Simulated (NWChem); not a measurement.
# BH3Cl− (SMILES [BH3-]Cl), run twice

Aim: magnetic shielding of BH3Cl− at PBE50/jorge-TZP.

The results are computed with NWChem 7.3.0.

1 further run of the same task is left out (it didn't finish).

**1. The structure to begin with**

BH3Cl− has 5 atoms, charge -1, and is taken as a singlet. SMILES: `[BH3-]Cl`. The coordinates come from a GFN2-xTB relaxation.

Bond lengths: B1–Cl2 1.873 Å, B1–H3 1.208 Å, B1–H4 1.208 Å, B1–H5 1.208 Å. Angles: Cl2–B1–H3 106.7°, Cl2–B1–H4 106.7°, Cl2–B1–H5 106.7°, H3–B1–H4 112.0°, H3–B1–H5 112.2°, H4–B1–H5 112.1°.

**2. The input as first written**

Contents of bclh3.nw:

```
START bclh3
TITLE "BClH3 PBE50"
memory 2200 mb
charge -1

GEOMETRY units angstrom noautosym nocenter noautoz
 B      0.15569454    -0.09046119     0.25687047
 Cl    -1.59844374     0.93815453    -2.63989070
 H      2.31128623    -0.48116207    -0.38374668
 H     -0.86946299    -1.98676356     1.00671380
 H      0.00094486     1.62023228     1.76007202
END

BASIS spherical bse
 * library jorge-TZP
END

DFT
 xc xpbe96 0.5 cpbe96 1.0 hfexch 0.5
 grid coarse
 convergence energy 1e-05
 direct
 iterations 75
 mulliken
 print low
END

PROPERTY
 shielding
END

TASK dft property
```

On the command line:

```
$ nwchem bclh3.nw > bclh3.out
```

The log of the run:

```text
[...]
 d= 0,ls=0.0,diis     1   -486.0930399255 -5.08D+02  1.46D-02  4.81D+00     1.0
[...]
 d= 0,ls=0.0,diis     9   -486.3434334525 -6.98D-08  5.30D-06  7.09D-08     7.3
         Total DFT energy =     -486.343433452541
      One electron energy =     -719.934167567047
           Coulomb energy =      244.154128802391
    Exchange-Corr. energy =      -32.873374143225
 Nuclear repulsion energy =       22.309979455340
[...]
      Total Density - Mulliken Population Analysis
     ---------------------------------------------
    Atom       Charge   Shell Charges
 -----------   ------   -------------------------------------------------------
    1 B    5     4.81   1.40  0.43  0.18  0.91  0.71  0.32  0.37  0.45  0.00  0.03  0.00
    2 Cl  17    17.76   0.14  0.45  0.86  0.49  0.46  1.57  0.91  1.11  5.27  0.73  1.28  2.69  1.80  0.00  0.00  0.00
    3 H    1     1.14   0.15  0.42  0.56 -0.00  0.01  0.00
    4 H    1     1.14   0.15  0.42  0.56 -0.00  0.01  0.00
    5 H    1     1.14   0.15  0.42  0.56 -0.00  0.01  0.00
[...]
           isotropic =       3.5773
[...]
           isotropic =     -85.5362
[...]
           isotropic =      18.9071
[...]
           isotropic =      18.9079
[...]
           isotropic =      18.9050
[...]
```

It took 46 s on 1 thread of INTEL XEON PLATINUM 8581C at 2.30GHz (Emerald Rapids), shared host; peak memory 0.12 GiB.

**3. What went wrong**

It ran to the end. The result can't be trusted all the same.

What is wrong: the coordinates are read in the wrong unit, so the molecule is scaled by the ratio of bohr to ångström. As the program read them, the closest atoms are 2.28 Å apart, against 1.21 Å in the sound input.

**4. The mended input**

Contents of bclh3.nw:

```
start bclh3
memory 2200 mb
charge -1
geometry units bohr noautosym nocenter noautoz
 B   0.15569454 -0.09046119  0.25687047
 Cl -1.59844374  0.93815453 -2.63989070
 H   2.31128623 -0.48116207 -0.38374668
 H  -0.86946299 -1.98676356  1.00671380
 H   0.00094486  1.62023228  1.76007202
end
basis spherical bse
 * library jorge-TZP
end
dft
 xc xpbe96 0.5 cpbe96 1.0 hfexch 0.5
 grid coarse
 convergence energy 1e-05
 direct
 mulliken
 print low
end
property
 shielding
end
task dft property
```

On the command line:

```
$ nwchem bclh3.nw > bclh3.out
```

The log of the run:

```text
[...]
 d= 0,ls=0.0,diis     1   -486.5960148367 -5.29D+02  1.24D-02  5.01D+00     1.6
[...]
 d= 0,ls=0.0,diis     7   -486.8075665169 -5.75D-08  1.19D-06  3.17D-08     9.2
         Total DFT energy =     -486.807566516887
      One electron energy =     -760.542319727288
           Coulomb energy =      265.121039091313
    Exchange-Corr. energy =      -33.546033862354
 Nuclear repulsion energy =       42.159747981442
[...]
      Total Density - Mulliken Population Analysis
     ---------------------------------------------
    Atom       Charge   Shell Charges
 -----------   ------   -------------------------------------------------------
    1 B    5     5.07   1.39  0.44  0.18  0.63  0.26  1.02  0.65  0.40  0.04  0.06  0.01
    2 Cl  17    17.53   0.14  0.45  0.86  0.49  0.46  1.58  0.92  1.00  5.27  0.73  1.29  2.82  1.48  0.01  0.03  0.00
    3 H    1     1.13   0.25  0.53  0.33  0.01  0.01  0.00
    4 H    1     1.13   0.25  0.53  0.33  0.01  0.01  0.00
    5 H    1     1.13   0.25  0.53  0.33  0.01  0.01  0.00
[...]
           isotropic =     132.4482
[...]
           isotropic =    1126.1913
[...]
           isotropic =      29.7461
[...]
           isotropic =      29.7465
[...]
           isotropic =      29.7438
[...]
```

It took 55 s on 1 thread of INTEL XEON PLATINUM 8581C at 2.30GHz (Emerald Rapids), shared host; peak memory 0.12 GiB.

**5. Summary of results**

At PBE50/jorge-TZP:

| quantity | value |
| --- | --- |
| total energy | -486.80757 Eh |
| isotropic shielding of B1 | 132.4 ppm |
| isotropic shielding of Cl2 | 1126.2 ppm |
| isotropic shielding of H3 | 29.7 ppm |

What this shows: The first attempt's energy was +12.630 eV off this one.
